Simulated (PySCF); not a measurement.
Gas-phase reaction: 2 CH3SiH2 + 2 CO + C4H10 (n-butane) = 2 H3SiOCH3 + 2 C3H4 (cyclic)

Energies from PySCF, thermal terms from the rigid-rotor harmonic-oscillator model, ideal gas at 1 bar. † marks an energy on the PBE0/def2-TZVP geometry and frequencies. Open shells (unrestricted): CH3SiH2 (multiplicity 2); the rest are closed-shell singlets. CH3SiH2: computed as isolated molecules; such fragments, hydroxides, amides, oligomers or adducts are transient or little studied in the gas.

ωB97X-V/def2-TZVP† gives ΔH°(298 K) = 117 kJ.

### Question
What do ωB97M-V/def2-TZVP†, LDA/def2-TZVP†, r2SCAN/def2-TZVP† give?

### Answer
ωB97M-V/def2-TZVP†: 128 kJ; LDA/def2-TZVP†: 7 kJ; r2SCAN/def2-TZVP†: 128 kJ. For scale, ΔH°(298 K) is 117 kJ at this level, 128 kJ at ωB97M-V/def2-TZVP†, and runs from -476 to 323 kJ over the 18 levels computed.
